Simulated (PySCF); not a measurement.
Working with the constants of SN

ROHF-CCSD(T) constants of SN, ²Π (doublet), unpaired electrons π ↑ (PySCF, spin-free X2C with a Gaussian nucleus, basis sets S x2c-TZVPPall, N x2c-TZVPPall; masses 31.9721 and 14.0031 u):

| Quantity | Value |
| --- | --- |
| ωe | 1211.9 cm⁻¹ |
| ωexe | 7.3 cm⁻¹ |
| Be | 0.76491 cm⁻¹ |
| αe | 0.00609 cm⁻¹ |
| De to S + N | 4.49 eV |

What force constant and bond length do these constants imply?

Reduced mass μred = 9.7380 u; k = 5.8918×10⁻⁷·μred·ωe² (u, cm⁻¹, mdyn/Å) = 8.43 mdyn/Å; Re = √(16.8576/(μred·Be)) (u, cm⁻¹, Å) = 1.504 Å.

Estimate the centrifugal constant D from the Kratzer relation and find the Dunham coefficient a1.

D = 4Be³/ωe² = 1.22e-06 cm⁻¹; a1 = −1 − αeωe/(6Be²) = -3.10.

Correlated steps freeze 6 core orbitals. The state was picked by a PBE0 search and need not be the measured ground state.
